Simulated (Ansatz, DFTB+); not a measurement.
# Group exchange: C2H3N + C4H5N → HNC + C5H7N

Species: C2H3N (isocyanomethane) `[C-]#[N+]C`, singlet; C4H5N (pyrrole) `c1cc[nH]c1`, singlet; HNC (hydrogen isocyanide) `[C-]#[NH+]`, singlet; C5H7N (2-methyl-1H-pyrrole) `Cc1ccc[nH]1`, singlet. The partners trade CH3 for H: N–CH3 and C–H bonds give way to N–H and C–CH3.

Shapes, held fixed at every level: PBE0-D4/def2-TZVP. Programs: Ansatz 0.2.0, DFTB+ 25.1. The zero-point and thermal change to 298 K, harmonic and unscaled (PBE0-D4/def2-TZVP), is -3.3 kJ/mol.

**What was measured.** Tabulated heats of formation (Active Thermochemical Tables, CRC Handbook of Chemistry and Physics): C2H3N +163.5 (CRC); C4H5N +108.2 (CRC); HNC +192.0 (ATcT); C5H7N +74.0 (CRC) kJ/mol, which give ΔH(298 K) = -5.7 kJ/mol.

```csv
level,kind,ΔH (kJ/mol),computed − measured
DFTB1,semi-empirical,-24.0,-18.3
PBE-D4/def2-TZVPP,GGA,-15.7,-10.0
r2SCAN-D4/def2-TZVPP,meta-GGA,-16.8,-11.1
PBE0-D4/def2-TZVPP,global hybrid,-17.3,-11.6
wB97X-V/def2-TZVPP,range-separated hybrid,-17.8,-12.1
CCSD(T)/def2-SVP,coupled cluster or CI,-19.8,-14.0
CCSD(T)/def2-TZVPP,coupled cluster or CI,-20.5,-14.8
CCSD(T)/CBS estimate,coupled cluster or CI,-20.8,-15.1
```

Nearest: PBE-D4/def2-TZVPP (-10.0); farthest: DFTB1 (-18.3). 1 of 8 levels lie within 10 kJ/mol. The tabulated value of C2H3N is in doubt (older tables, estimates, or at odds with other calculations) and kept here. The CCSD(T) estimate misses by more than it usually does, so one of the tabulated heats may be at fault. The CBS estimate extrapolates MP2 from def2-TZVPP and def2-QZVPP and adds CCSD(T) − MP2 in the triple-zeta set, cores frozen.
